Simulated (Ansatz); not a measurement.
We consider grey tin (α-Sn), described by PBE (Ansatz, an electronic-structure program, plane waves, PAW).

Numerical settings: plane-wave cutoff 520 eV, 20×20×20 k mesh, Fermi–Dirac smearing 0.05 eV, scalar-relativistic PAW data made under PBE.

The cell has the measured lattice: a = b = c = 6.4830 Å, α = β = γ = 90.00°.

Task: Give the computed Voigt–Reuss–Hill bulk modulus, elastic constant C44, elastic constant C12 and elastic constant C11.

Result: 
- Voigt–Reuss–Hill bulk modulus: 51.6 GPa
- elastic constant C44: 27.9 GPa
- elastic constant C12: 41.7 GPa
- elastic constant C11: 71.5 GPa

Measured, for comparison: elastic constant C44 36.2 GPa, elastic constant C12 29.3 GPa, elastic constant C11 69 GPa (low temperature, zero-point motion not removed; as tabulated in Tanner et al. (2021), arXiv:2110.11888). Computed (rounded) less measured: elastic constant C44 -23 %, elastic constant C12 +42 %, elastic constant C11 +4 %.

Note: the solid has no gap at this level, which affects its response; the cell isn't this level's own, so it is under some stress, which shifts stiffness and frequencies.

Elastic constants are with the ions relaxed.

Spin–orbit coupling is not included.

Static lattice: no zero-point or thermal effects.
